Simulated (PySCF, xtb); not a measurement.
CH2F2, SMILES C(F)F.

GFN2-xTB (xtb 6.7.1) at its own geometry gives an orbital gap of 14.70 eV and a dipole moment of 2.49 D.

Geometry: ωB97X-D3(BJ)/def2-TZVP.

Q: What does PBE/def2-TZVPD (PySCF) give? (The exact figures need the calculation; the answer reports its results.)

A: gap 8.04 eV (levels -8.17 and -0.12 eV), dipole 1.81 D.
